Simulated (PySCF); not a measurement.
# Ar: ionisation energy

Ar [Ar] (1S) → Ar⁺ [Ne] 3s2 3p5 (2P), as a difference of total energies. Calculation: PySCF 2.14, in pcseg-2; no relativity, point nucleus. Correlated levels: valence: [Ne] frozen. The calculations carry no spin-orbit coupling.

```csv
method,ionisation energy (eV)
UHF,14.602
BP86,15.841
MN15,15.837
MP2 (valence),15.647
SCS-MP2 (valence),15.546
CCSD (valence),15.472
CCSD(T) (valence),15.501
```

Task: How much does correlation contribute at CCSD(T) (valence)?

Result: 15.501 − (14.602) = 0.899 eV, measured against UHF.

Errors of the correlated levels include the incompleteness of this basis and the frozen core.

For comparison: 15.819 eV (measured; NIST levels, between the centres of gravity of the two terms).
